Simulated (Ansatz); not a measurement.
Two isomers of C4H8O: A = `CCCC=O`, B = `C=C(C)OC`.

Isolated molecules relaxed with PBE0-D4/def2-TZVP in Ansatz; ΔE leaves out vibrations. CBS: MP2 limit from def2 TZ/QZ plus the TZ coupled-cluster correction, frozen cores. DFT in def2-TZVPP. B3LYP here is the variant with VWN-RPA as its local correlation; programs differ in this. One conformer a species, not always the lowest.

(1) Which is lower in electronic energy at CCSD(T)/CBS, and by how much? (Best estimate.)

(2) Give E(B) − E(A) in kJ/mol with B2PLYP, HF/def2-TZVPP, PBE0-D4, B3LYP-D4, ωB97M-V, PBE-D4, B3LYP. (An estimate is asked.)

Largest T1 diagnostic: 0.012.

Results:

(1) Computed: A, by 57.1 kJ/mol.

(2) The calculation gave: B2PLYP 56.6, HF/def2-TZVPP 61.7, PBE0-D4 56.3, B3LYP-D4 52.6, ωB97M-V 57.0, PBE-D4 54.8, B3LYP 52.7. None reverses the order clearly.
